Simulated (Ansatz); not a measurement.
The inner images of a band of C$_{3}$H$_{5}$N (9 atoms, charge 0, multiplicity 1) are given out of order.

The calculation used RKS PBE-D4/def2-SVP (Ansatz 0.2.0).

Initial state:

```xyz
9
Properties=species:S:1:pos:R:3
C -0.327 0.989 -0.831
C 0.309 -0.049 0.004
N 1.450 -0.521 0.294
C 0.202 -1.140 0.964
H -1.051 0.524 -1.532
H -0.907 1.689 -0.194
H 0.431 1.556 -1.406
H -0.084 -2.158 0.639
H 0.066 -0.936 2.044
```

Final state:

```xyz
9
Properties=species:S:1:pos:R:3
C -0.383 0.931 -0.819
C -0.033 -0.103 0.159
N 1.253 -0.655 0.743
C -0.196 -0.951 1.123
H -1.468 1.151 -0.811
H 0.181 1.861 -0.591
H -0.088 0.626 -1.847
H 1.557 -1.430 0.112
H -0.734 -1.475 1.915
```

Q: Put them in order from the first end to the last, with their energies above the first end.
A.
```xyz
9
Properties=species:S:1:pos:R:3
C -0.339 0.931 -0.761
C 0.140 -0.271 -0.047
N 1.307 -0.833 -0.014
C -0.299 -1.185 0.982
H -1.273 0.687 -1.307
H -0.596 1.728 -0.032
H 0.419 1.311 -1.471
H 0.960 -1.774 0.667
H -0.231 -0.639 1.965
```
B.
```xyz
9
Properties=species:S:1:pos:R:3
C -0.360 0.962 -0.843
C 0.259 -0.164 -0.126
N 1.417 -0.425 0.312
C 0.167 -1.165 0.923
H -1.240 0.690 -1.451
H -0.694 1.683 -0.062
H 0.423 1.456 -1.449
H 0.320 -2.234 0.754
H -0.202 -0.850 1.923
```
C.
```xyz
9
Properties=species:S:1:pos:R:3
C -0.354 0.947 -0.774
C 0.203 -0.242 -0.103
N 1.396 -0.632 0.031
C -0.157 -1.230 0.926
H -1.249 0.683 -1.365
H -0.657 1.703 -0.020
H 0.431 1.377 -1.423
H 0.762 -1.914 0.783
H -0.286 -0.739 1.927
```
D.
```xyz
9
Properties=species:S:1:pos:R:3
C -0.336 0.975 -0.846
C 0.295 -0.082 -0.032
N 1.442 -0.429 0.384
C 0.202 -1.160 0.944
H -1.177 0.599 -1.461
H -0.757 1.732 -0.150
H 0.418 1.472 -1.488
H 0.086 -2.217 0.642
H -0.084 -0.937 1.990
```
E.
```xyz
9
Properties=species:S:1:pos:R:3
C -0.381 0.925 -0.813
C 0.013 -0.236 0.006
N 1.254 -0.931 0.411
C -0.115 -0.857 1.141
H -1.304 0.701 -1.384
H -0.617 1.767 -0.129
H 0.414 1.244 -1.512
H 1.220 -1.900 0.076
H -0.395 -0.758 2.186
```
F.
```xyz
9
Properties=species:S:1:pos:R:3
C -0.369 0.956 -0.806
C 0.239 -0.205 -0.138
N 1.425 -0.493 0.158
C 0.006 -1.190 0.908
H -1.250 0.689 -1.411
H -0.688 1.683 -0.025
H 0.424 1.425 -1.417
H 0.569 -2.111 0.799
H -0.268 -0.802 1.915
```
G.
```xyz
9
Properties=species:S:1:pos:R:3
C -0.367 0.941 -0.818
C -0.006 -0.118 0.138
N 1.259 -0.822 0.583
C -0.147 -0.869 1.183
H -1.430 0.864 -1.122
H -0.223 1.940 -0.351
H 0.270 0.905 -1.723
H 1.346 -1.673 -0.016
H -0.613 -1.215 2.109
```

A: D (+0.03 eV), B (+0.25 eV), F (+1.04 eV), C (+1.97 eV), A (+2.59 eV), E (+1.81 eV), G (+1.61 eV).

The run took 6.8 min on 1 thread of Intel(R) Xeon(R) Processor @ 2.70GHz, with other jobs on the host, peak memory 0.15 GiB.
